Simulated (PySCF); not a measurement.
Gas-phase reaction: 4 CH3SiH3 + 2 (CH3)3Si → 2 c-Si3H6 + 5 C2H6

Energies from PySCF, thermal terms from the rigid-rotor harmonic-oscillator model, ideal gas at 1 bar. † marks an energy on the PBE0/def2-TZVP geometry and frequencies; other levels use their own. 6-31G* has spherical d functions here. Open shells (unrestricted): (CH3)3Si (multiplicity 2); the rest are closed-shell singlets. B3LYP is the form with VWN-RPA correlation. (CH3)3Si, c-Si3H6: computed as isolated molecules; such fragments, hydroxides, amides, oligomers or adducts are transient or little studied in the gas. The harmonic model lacks anharmonicity and excited electronic states, which grow with temperature; levels with a mode under 35 cm⁻¹ are left out. Internal rotation in CH3SiH3, (CH3)3Si, C2H6 is treated as a harmonic vibration of one conformer, which makes the entropy rough.

ΔH° and ΔS° at 298 K: B3LYP/6-31G* 88 kJ, 48 J/K; BLYP/def2-TZVP† 138 kJ, 57 J/K; HF/6-31G* 206 kJ, 44 J/K; M06-2X/def2-TZVP† 186 kJ, 57 J/K.

**Question.** With the heat capacities included, give log10 K (1 bar) at 800, 1000, 1400, 1800, 2500 K from B3LYP/6-31G*, BLYP/def2-TZVP†, HF/6-31G*, M06-2X/def2-TZVP†.

**Answer.** 
```tsv
T (K)	B3LYP/6-31G*	BLYP/def2-TZVP†	HF/6-31G*	M06-2X/def2-TZVP†
800	-3.9	-6.6	-11.8	-9.8
1000	-3.0	-5.1	-9.3	-7.7
1400	-2.1	-3.5	-6.7	-5.3
1800	-1.7	-2.7	-5.3	-4.1
2500	-1.4	-2.0	-4.1	-3.0
```
